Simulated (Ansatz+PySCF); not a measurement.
Values are calculated unless marked as measured or tabulated.
**Several solutions for singlet C2H6**

| atom | x (Å) | y (Å) | z (Å) |
| --- | --- | --- | --- |
| C | 0.0000 | 0.0000 | -0.8203 |
| C | 0.0000 | 0.0000 | 0.8203 |
| H | 0.0000 | -1.1059 | -1.2583 |
| H | -0.9577 | 0.5529 | -1.2583 |
| H | 0.9577 | 0.5529 | -1.2583 |
| H | 0.0000 | 1.1059 | 1.2583 |
| H | -0.9577 | -0.5529 | 1.2583 |
| H | 0.9577 | -0.5529 | 1.2583 |

Basis set: def2-SVP (spherical functions). Charge 0, multiplicity 1.

CASSCF(2,2) was run from several starts with Ansatz (development build ahead of 0.2.0) and PySCF 2.14.0. The starts are those of the Hartree–Fock orbitals from which the active space was taken at the frontier.

```json
{"run": "A", "program": "Ansatz", "start": "atomic start, no search", "converged": "yes", "energy (hartree)": "-79.15349", "<S²>": "0.00"}
{"run": "B", "program": "PySCF", "start": "program defaults", "converged": "yes", "energy (hartree)": "-79.13632", "<S²>": "0.00"}
{"run": "C", "program": "Ansatz", "start": "stability test followed", "converged": "yes", "energy (hartree)": "-79.15349", "<S²>": "0.00"}
{"run": "D", "program": "Ansatz", "start": "search for the lowest state", "converged": "yes", "energy (hartree)": "-79.15349", "<S²>": "0.00"}
```

Question: Which runs reached the lowest solution of this kind, and what is wrong with the others?

Answer: A, C, D reached the lowest solution found. Converged but too high: B by 0.47 eV. Convergence only shows a stationary point; in CASSCF the end hangs on which orbitals enter the active space. Caution: other starts end on other solutions of this active space.
